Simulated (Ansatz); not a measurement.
BHCl₂⁺, that is BCl2H with one electron fewer. The state is a doublet with charge 1. Geometry r2SCAN-D4/def2-TZVP, that of the neutral singlet.

```
atom    x (Å)    y (Å)    z (Å)
  B1   0.1146  -0.0013   0.0684
 Cl2  -1.3580   0.4644   0.8667
 Cl3   0.1107  -0.4504  -1.6112
  H4   1.1328  -0.0127   0.6761
```

HSE06 is defined as in plane-wave codes, on full-range PBE exchange. At PBE-D4/def2-TZVP the gap within one spin of the charge 1 doublet nearly closes, so an electron or hole may be smeared out by delocalisation error.

Estimate the α-spin orbital energies around the gap (eV) in Ansatz with PBE-D4/def2-TZVP, r2SCAN-D4/def2-TZVP, HSE06-D4/def2-TZVP, CAM-B3LYP-D4/def2-TZVP, ωB97M-V/def2-TZVP.


```csv
orbital,PBE-D4/def2-TZVP,r2SCAN-D4/def2-TZVP,HSE06-D4/def2-TZVP,CAM-B3LYP-D4/def2-TZVP,ωB97M-V/def2-TZVP
HOMO−9,-186.89,-190.46,-194.26,-195.81,-197.96
HOMO−8,-29.13,-30.19,-31.45,-33.50,-34.47
HOMO−7,-28.31,-29.32,-30.56,-32.58,-33.55
HOMO−6,-20.31,-20.94,-21.83,-23.82,-24.73
HOMO−5,-18.07,-18.59,-19.37,-21.32,-22.15
HOMO−4,-17.98,-18.44,-19.16,-20.97,-21.79
HOMO−3,-16.38,-16.75,-17.45,-19.30,-20.25
HOMO−2,-15.46,-15.94,-16.62,-18.43,-19.13
HOMO−1,-15.27,-15.65,-16.35,-18.11,-18.91
HOMO,-15.24,-15.65,-16.29,-18.04,-18.89
LUMO,-9.46,-9.13,-8.85,-7.26,-6.28
LUMO+1,-5.94,-5.53,-5.18,-3.55,-2.60
LUMO+2,-4.96,-4.44,-4.23,-2.97,-2.37
LUMO+3,-4.38,-3.56,-4.01,-2.73,-1.91
LUMO+4,-3.56,-2.91,-3.00,-1.73,-1.08
LUMO+5,-2.95,-2.08,-2.44,-1.19,-0.50
β HOMO,-14.66,-14.86,-15.23,-16.72,-17.57
β LUMO,-14.60,-14.67,-14.40,-13.09,-12.27
```
